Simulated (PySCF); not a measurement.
C5H12N (doublet state).
Structure used (GFN2-xTB), in Å, numbered top down from 1:
```xyz
18
C5H12N angstrom
C     -1.1473    0.8282   -0.9810
C     -0.6521   -0.4276   -0.3960
C     -1.6455   -0.9968    0.6175
C      0.7348   -0.2402    0.3050
C      1.8178    0.1298   -0.7146
N      0.5880    0.7289    1.3745
H     -1.8140    1.4588   -0.4263
H     -0.8172    1.1560   -1.9476
H     -0.4835   -1.1594   -1.1971
H     -1.7299   -0.3201    1.4625
H     -1.3069   -1.9638    0.9813
H     -2.6234   -1.1192    0.1584
H      1.0033   -1.1952    0.7735
H      1.8881   -0.6258   -1.4929
H      2.7866    0.2054   -0.2219
H      1.5896    1.0879   -1.1778
H      0.3465    1.6340    0.9822
H      1.4566    0.8254    1.8887
```

The hyperfine couplings belong to this conformer and change with its torsions.

The species is `[CH2][C@H](C)[C@@H](C)N` [radical].

Computed with UKS B3LYP, pcH-1 on C H N, non-relativistic, mean-field spin-orbit, GIAO (PySCF 2.14.0). The structure is a single GFN2-xTB conformer in the gas phase; no vibrational or solvent corrections. Couplings are sensitive to structure, and on GFN2-xTB geometries they can be far from those on DFT ones. Stability of the SCF solution: not tested.

(1) Match the computed a_iso(13C) values +88.9, +69.8, -32.5, +14.2, -0.7 MHz with the sites C1; C2; C3; C4; C5.

Results:

(1) 
| site | a_iso (MHz) | ρ(0) (bohr⁻³) | position | distance from C1 (Å) | spin population | largest \|T\| (MHz) |
| --- | --- | --- | --- | --- | --- | --- |
| C1 | +88.9 | +0.0791 | largest spin population | 0.00 | +1.07 | 159.1 |
| C2 | -32.5 | -0.0289 | 1 bond from C1 | 1.47 | -0.09 | 2.1 |
| C3 | +14.2 | +0.0126 | 2 bonds from C1 | 2.48 | +0.01 | 4.0 |
| C4 | +69.8 | +0.0621 | 2 bonds from C1 | 2.52 | +0.06 | 13.2 |
| C5 | -0.7 | -0.0006 | 3 bonds from C1 | 3.06 | 0.00 | 1.1 |

ρ(0) is the spin density at the nucleus and T the dipolar tensor; entries for several nuclei are means. The largest Mulliken spin populations are on C1 (+1.07) and C2 (-0.09). No atom but C1 exceeds +0.15. The angles at C1 add up to 359.9°, so it is planar; its axial dipolar tensor and the negative couplings of its protons fit spin in a p orbital normal to that plane.

β density exceeds α density at some nuclei, such as C2 (-0.0289), H7/H8 (-0.0141) and N6 (-0.0033), spin density in bohr⁻³. In a single determinant that takes different orbitals for the two spins, that is spin polarisation.

Nuclei that the bonding pattern makes equivalent are averaged, as if the motion that swaps them (rotation, inversion, ring flip) were fast. The three 1H nuclei of mean 0.0 MHz run from -2.2 to 3.8 MHz in the frozen geometry.
